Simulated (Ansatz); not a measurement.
Relaxation of CH4OSi (7 atoms, charge 0, multiplicity 1), to a largest force component of 0.02 eV/Å in at most 40 steps.

Level of theory: RKS BLYP-D4/6-31G* (Ansatz).

```xyz
7
Properties=species:S:1:pos:R:3
C -0.509 0.365 -0.377
O -0.567 -0.782 0.387
Si 0.771 -1.181 1.233
H -1.464 0.523 -0.866
H 0.199 0.354 -1.199
H -0.391 1.309 0.238
H 2.022 -0.655 0.538
```

Q: Where does it end, and by what steps?

A: The run converged. After 9 steps the energy has fallen by 0.573 eV; O2 moved furthest, 0.48 Å.

```
step  energy less start (eV)  largest force component (eV/Å)  accepted
   0                  0.0000                           2.840       yes
   1                 -0.4335                           1.276       yes
   2                 -0.5006                           0.627       yes
   3                 -0.5302                           0.261       yes
   4                 -0.5461                           0.260       yes
   5                 -0.5645                           0.075       yes
   6                 -0.5533                           0.529        no
   7                 -0.5708                           0.065       yes
   8                 -0.5718                           0.110       yes
   9                 -0.5731                           0.006       yes
```

```xyz
7
Properties=species:S:1:pos:R:3
C -0.518 0.495 -0.345
O -0.470 -0.460 0.732
Si 0.815 -1.415 1.239
H -1.307 0.191 -1.052
H 0.452 0.556 -0.871
H -0.778 1.483 0.070
H 1.867 -0.920 0.181
```

Whether the end is a true minimum wasn't checked by a vibrational analysis.

Time of the run: 19 s on 1 thread of Arm Neoverse N1, on a shared host, peak memory 0.11 GiB.
